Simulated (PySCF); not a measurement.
Methoxyacetaldehyde, C₃H₆O₂.
Numbering: `[CH3:1][O:2][CH2:3][CH:4]=[O:5]` (hydrogens: H6, H7, H8 on C1; H9, H10 on C3; H11 on C4)

Torsions of this conformer, `[CH3:1][O:2][CH2:3][CH:4]=[O:5]`: C1–O2–C3–C4 -75°, O2–C3–C4–O5 163°.

The closed-shell ground state was solved at several levels (PySCF, density fitting, gas phase, non-relativistic). Geometry: GFN2-xTB, one conformer, isolated molecule.

| level | basis functions | total energy (Eh) | HOMO (eV) | LUMO (eV) | gap (eV) | dipole (D) |
| --- | --- | --- | --- | --- | --- | --- |
| B3LYP/pcJ-1 | 195 | -268.3540 | -7.08 | -1.22 | 5.86 | 2.06 |
| PBE0/pcSseg-1 | 115 | -268.0086 | -7.31 | -0.95 | 6.36 | 2.07 |

(1) What might PBE0/def2-SVPD (154 basis functions) give for the same quantities?

(2) Over all these levels, which gives the widest orbital gap and which the narrowest?

(3) How far do the dipole and the HOMO energy spread over the levels?

Results:

(1) Total energy -267.8564 Eh, HOMO -7.45 eV, LUMO -1.15 eV, gap 6.30 eV, dipole 2.13 D.

(2) PBE0/pcSseg-1 (global hybrid, 25 % exact exchange) has the widest, 6.36 eV, and B3LYP/pcJ-1 (global hybrid, 20 % exact exchange) the narrowest, 5.86 eV. Functional and basis both differ between the two, so the spread mixes both effects.

(3) The dipole runs from 2.06 to 2.13 D (mean 2.09 D) and the HOMO from -7.45 to -7.08 eV.
